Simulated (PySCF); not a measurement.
**How methods differ on the electron affinity of C**

C⁻ [He] 2s2 2p3 (4S) → C [He] 2s2 2p2 (3P), as a difference of total energies. Computed with PySCF 2.14 in aug-cc-pwCVTZ (7s6p4d2f, 59 functions), with no relativity, point nucleus. Correlated levels: valence: 1s2 frozen; valence and next inner shell: nothing frozen. The calculations carry no spin-orbit coupling.

```json
{"method": "UHF", "electron affinity (eV)": "0.453", "error (eV)": "-0.809"}
{"method": "LDA", "electron affinity (eV)": "1.800", "error (eV)": "+0.538"}
{"method": "PBE", "electron affinity (eV)": "1.578", "error (eV)": "+0.316"}
{"method": "PBE0", "electron affinity (eV)": "1.411", "error (eV)": "+0.149"}
{"method": "r2SCAN", "electron affinity (eV)": "1.488", "error (eV)": "+0.226"}
{"method": "PBEsol", "electron affinity (eV)": "1.594", "error (eV)": "+0.332"}
{"method": "PW91", "electron affinity (eV)": "1.612", "error (eV)": "+0.350"}
{"method": "M06-2X", "electron affinity (eV)": "1.267", "error (eV)": "+0.005"}
{"method": "wB97M-V", "electron affinity (eV)": "1.315", "error (eV)": "+0.053"}
{"method": "MP2 (valence)", "electron affinity (eV)": "1.265", "error (eV)": "+0.003"}
{"method": "SCS-MP2 (valence)", "electron affinity (eV)": "0.973", "error (eV)": "-0.289"}
{"method": "MP2 (valence and next inner shell)", "electron affinity (eV)": "1.271", "error (eV)": "+0.009"}
{"method": "SCS-MP2 (valence and next inner shell)", "electron affinity (eV)": "0.976", "error (eV)": "-0.286"}
```

Reference: 1.262 eV (measured; photodetachment measurements, as compiled on the Wikipedia data page of electron affinities).

Errors of the correlated levels include the incompleteness of this basis and the frozen core.

In the anion the highest occupied orbital energy is positive at LDA, PBE, PBE0, r2SCAN, PBEsol, PW91, M06-2X, a self-interaction effect; the basis confines that electron, and the energy difference can still be sensible.
